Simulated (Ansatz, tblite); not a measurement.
Forces on Mg(SiH3)2 (MgSi₂H₆) at its r2SCAN-D4/def2-TZVP geometry. Charge 0, multiplicity 1.

The xTB rows come from tblite.

GFN1-xTB (tblite), largest force 0.58 eV/Å:

```xyz
9
positions Å, forces eV/Å
Mg    0.026   -0.007   -0.011   -0.001    0.000    0.001
Si    0.978   -0.139    2.390   -0.209    0.029   -0.534
H     0.572   -1.384    3.113    0.314    0.475    0.100
H     0.526    0.990    3.260    0.332   -0.471    0.042
H     2.472   -0.114    2.448   -0.447   -0.032    0.368
Si   -0.971    0.137   -2.393    0.223   -0.033    0.526
H    -0.455   -0.916   -3.321   -0.370    0.447   -0.014
H    -0.690    1.440   -3.072   -0.275   -0.498   -0.113
H    -2.459   -0.008   -2.413    0.432    0.082   -0.376
```

GFN2-xTB (tblite), largest force 0.27 eV/Å:

```
Mg 0.003 -0.001 -0.001
Si -0.098 0.013 -0.255
H 0.125 0.171 0.060
H 0.130 -0.171 0.039
H -0.158 -0.013 0.158
Si 0.108 -0.016 0.250
H -0.146 0.168 -0.026
H -0.110 -0.182 -0.064
H 0.147 0.031 -0.159
```

PBE0-D4/def2-TZVP (Ansatz), largest force 0.02 eV/Å:

```
Mg -0.004 0.001 0.001
Si -0.001 -0.001 0.015
H -0.009 -0.012 -0.011
H -0.009 0.012 -0.010
H 0.008 0.001 -0.022
Si -0.006 0.003 -0.013
H 0.014 -0.012 0.011
H 0.011 0.010 0.011
H -0.005 -0.003 0.017
```
